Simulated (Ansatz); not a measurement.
Total energies of C$_{4}$H$_{4}$F$_{2}$, SMILES `CC#CC(F)F`.

```xyz
10

C     0.514   -2.008    0.020
C     0.166   -0.603    0.000
C    -0.137    0.558   -0.009
C    -0.452    1.977   -0.042
F    -1.549    2.210   -0.809
F    -0.728    2.439    1.205
H     1.444   -2.187   -0.523
H    -0.274   -2.606   -0.443
H     0.646   -2.356    1.048
H     0.370    2.576   -0.446
```

Charge 0, multiplicity 1. The geometry is a stationary point of PBE0-D4/def2-TZVP. Basis def2-TZVPP, Ansatz.

RPA on PBE orbitals: Hartree–Fock energy of these orbitals -352.69574 Eh, correlation -1.75185 Eh (frozen core).

| functional | energy without D4 (Eh) | D4 term (kJ/mol) |
| --- | --- | --- |
| LDA (SPW92) | -351.89440 | – |
| PBE | -354.20581 | -14.9 |
| BLYP | -354.52084 | -33.7 |
| B97M-V | -354.52912 | – |
| r2SCANh | -354.40162 | -4.0 |
| r2SCAN0 | -354.37481 | -4.4 |
| CAM-B3LYP | -354.46796 | -12.4 |
| LC-ωPBE | -354.37691 | – |
| ωB97X-V | -354.48306 | – |
| B2PLYP | -354.35546 | – |

(1) Give the same for revPBE, r2SCAN, PBE0, B3LYP, HSE06 (plane-wave form), BHLYP, ωB97M-V, PBE-QIDH. (An estimate is asked.)

B3LYP takes the VWN-RPA correlation (the form of Gaussian; ORCA's B3LYP/G). HSE06 is the plane-wave form, built on full-range PBE exchange. The double hybrids freeze the cores in their second-order part.

Answers

(1) The calculation gave: 
```
             functional  energy without D4 (Eh)  D4 term (kJ/mol)
                 revPBE              -354.48639             -52.8
                 r2SCAN              -354.42042              -3.9
                   PBE0              -354.21709             -12.5
                  B3LYP              -354.60358             -23.8
HSE06 (plane-wave form)              -354.20036             -11.5
                  BHLYP              -354.42791             -16.4
                ωB97M-V              -354.48400                 –
               PBE-QIDH              -354.16681                 –
```

LC-ωPBE has ω = 0.4 bohr⁻¹.
